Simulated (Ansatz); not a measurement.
# BH4Cl: a saddle search

Aim: find the first-order saddle near the start with the program's own search, from a guess of the mode.

Computed with Ansatz 0.2.0, Gaussian basis. Level: r2SCAN-D4/def2-SVP.

### 1 The starting structure

The start, a known saddle point with all atoms moved at random by about 0.06 Å a coordinate: 6 atoms, charge 0, spin multiplicity 1.

Atoms are counted from 1 here; the program's logs count them from 0.

Bond lengths: B1–H3 1.179 Å, B1–H4 1.111 Å, B1–H6 1.245 Å, Cl2–H5 1.470 Å. Angles: H3–B1–H4 124.3°, H3–B1–H6 111.5°, H4–B1–H6 116.4°.

Coordinates:

```mol
BClH4
  3D, bonds by distance, orders not assigned

  6  4  0  0  0  0  0  0  0  0999 V2000
   -0.0077   -0.4843    0.1752 B   0  0
    0.7369    1.1399   -1.0050 Cl  0  0
   -0.4710   -1.1087   -0.7117 H   0  0
    0.8407   -0.8271    0.8053 H   0  0
   -0.3959    1.0015   -0.0784 H   0  0
   -0.8702    0.2122    0.7412 H   0  0
  1  3  8  0
  1  4  8  0
  1  6  8  0
  2  5  8  0
M  END
```

### 2 The search

Input file run/in.yaml:

```yaml
crystal:
  periodic: [false, false, false]
  atoms:
    - {symbol: B, position_ang: [-0.007722, -0.484267, 0.175228]}
    - {symbol: Cl, position_ang: [0.736921, 1.139895, -1.004966]}
    - {symbol: H, position_ang: [-0.471046, -1.108710, -0.711670]}
    - {symbol: H, position_ang: [0.840693, -0.827078, 0.805324]}
    - {symbol: H, position_ang: [-0.395944, 1.001491, -0.078444]}
    - {symbol: H, position_ang: [-0.870187, 0.212248, 0.741173]}
basis:
  gaussian: {orbitals: def2-SVP}
hamiltonian: {xc: r2scan, dispersion: d4}
saddle:
  f_tol: 0.02
  max_steps: 40
  mode_guess:
    - [-0.2799, -0.2965, 0.3544]
    - [-0.0944, 0.1829, 0.0473]
    - [0.0708, -0.0763, -0.0612]
    - [0.0807, -0.0738, -0.0513]
    - [0.3199, 0.4961, -0.4452]
    - [-0.0972, -0.2324, 0.1561]
```

On the command line:

```console
$ ansatz run in.yaml --threads 2 --pin off --events-out ev --progress --plain --max-ram 4352MiB
```

**Question.** What will these runs give? Wanted: energy change; last largest force; RMSD from the start; RMSD from the known saddle.

**Answer**, as computed:

| quantity | value |
| --- | --- |
| steps | 9 |
| energy change | -17.6 kJ/mol |
| last largest force | 0.0005 eV/Å |
| RMSD from the start | 0.081 Å |
| RMSD from the known saddle | 0.023 Å |

It converged in 9 steps at a force tolerance of 0.02 eV/Å. It is back at the known saddle, up to the shift that another level brings.
